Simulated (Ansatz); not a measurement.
**Relative stability**

Two isomers of MgAlSiH5, closed shell, relaxed at PBE0-D4/def2-TZVP (vibrations not checked).

A:

Mg1  (1.896, 1.494, -1.758)
Al2  (-0.441, 0.510, -0.723)
Si3  (-0.626, -0.982, 1.238)
H4  (-1.881, 0.844, -1.345)
H5  (3.373, 2.095, -2.386)
H6  (-1.498, -0.393, 2.299)
H7  (0.683, -1.295, 1.885)
H8  (-1.238, -2.293, 0.860)
(Å)

B:

```xyz
8
angstrom
Al -1.7596 1.5867 -1.8640
Mg -0.1545 0.1450 -0.1675
Si 1.3575 -1.2222 1.4368
H -2.9718 0.9413 -2.6878
H -1.5759 3.1561 -2.1245
H 1.7389 -0.4747 2.6758
H 2.6506 -1.6465 0.8143
H 0.7147 -2.4856 1.9170
```

Ansatz 0.2.0; basis: def2-TZVPP; cores frozen in the correlated methods. The outer core shell of Li, Na, Mg and K is correlated. The def2 sets are not built for correlating such inner shells, so the correlated values are less sure here. B3LYP uses VWN-RPA correlation.

Which structure is lower at CCSD(T), and by how much? (Judge from chemistry; the value comes from the calculation.)

Computed: B, by 14.5 kJ/mol (electronic energy, against the other). By their contacts, A is MgAlSiH₅ ([MgH][AlH][SiH3]) and B is MgAlSiH₅ ([AlH2][Mg][SiH3]).

All methods give the same order:

```
   method  E(B) − E(A) (kJ/mol)
   PBE-D4                 -11.5
r2SCAN-D4                 -11.8
  PBE0-D4                 -12.4
 B3LYP-D4                 -12.6
  wB97M-V                 -13.6
       HF                 -17.6
      MP2                 -15.1
     CCSD                 -15.2
  CCSD(T)                 -14.5
```

No T1 diagnostic of these runs exceeds 0.012.

Labels in which every atom is bracketed show which atoms are joined, not bond orders.
